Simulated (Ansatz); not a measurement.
Results of LDA (Ansatz, a quantum-chemistry and plane-wave program, PAW) for 1T (CdI2-type) PdTe₂.

Numerical settings: plane-wave cutoff 520 eV, 18×18×12 k mesh (along the axes of the cell as run), Fermi–Dirac smearing 0.05 eV, scalar-relativistic PAW data made under PBE.

The cell is scaled about its equilibrium volume:

Shape and atoms are relaxed at each volume.

```json
[
 {"V (Å³/atom)": "22.438", "P (GPa)": "3.42", "c (Å)": "4.928", "a (Å)": "3.971"},
 {"V (Å³/atom)": "22.905", "P (GPa)": "1.58", "c (Å)": "4.982", "a (Å)": "3.991"},
 {"V (Å³/atom)": "23.373", "P (GPa)": "0.00", "c (Å)": "5.037", "a (Å)": "4.009"},
 {"V (Å³/atom)": "23.840", "P (GPa)": "-1.35", "c (Å)": "5.093", "a (Å)": "4.027"},
 {"V (Å³/atom)": "24.307", "P (GPa)": "-2.47", "c (Å)": "5.152", "a (Å)": "4.043"}
]
```

Note: the bulk modulus comes from volumes at which shape and atoms were relaxed.
